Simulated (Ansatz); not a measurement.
C4H5F can be A, `FCC1=CC1`, or B, `C=CC(=C)F`.

Program: Ansatz. Geometries: PBE0-D4/def2-TZVP. ΔE: electronic, gas phase. CCSD(T)/CBS adds triple-zeta CCSD(T) − MP2 to the extrapolated MP2 energy (def2 sets, frozen cores). DFT in def2-TZVPP. B3LYP here is the variant with VWN-RPA as its local correlation; programs differ in this. One conformer a species, not always the lowest.

Q: Which is lower in electronic energy at CCSD(T)/CBS, and by how much? (An estimate is asked.)

A: Ansatz gave: B, by 155.5 kJ/mol.

Q: Give E(B) − E(A) in kJ/mol with PBE0-D4, HF/def2-TZVPP, PBE-D4, B3LYP-D4, CCSD(T)/def2-SVP, BLYP-D4, B2PLYP. (Best estimate.)

A: Ansatz gave: PBE0-D4 -143.2, HF/def2-TZVPP -164.6, PBE-D4 -148.3, B3LYP-D4 -163.9, CCSD(T)/def2-SVP -152.6, BLYP-D4 -169.8, B2PLYP -158.2. None reverses the order clearly.

Q: Does the order hold for the free energy at 298.15 K (harmonic terms from PBE0-D4)? (An estimate is asked.)

A: Computed: Yes: G(B) − G(A) = -154.5 kJ/mol, for one conformer each.

Largest T1 diagnostic: 0.012.

From BLYP to BHLYP (50 % exact exchange), in def2-TZVPP and without D4, E(B) − E(A) moves by +6.7 kJ/mol. In def2-TZVPP, CCSD(T) changes the Hartree–Fock value by +8.4 kJ/mol (the triples alone add −2.3 kJ/mol) and MP2 by +20.8 kJ/mol.
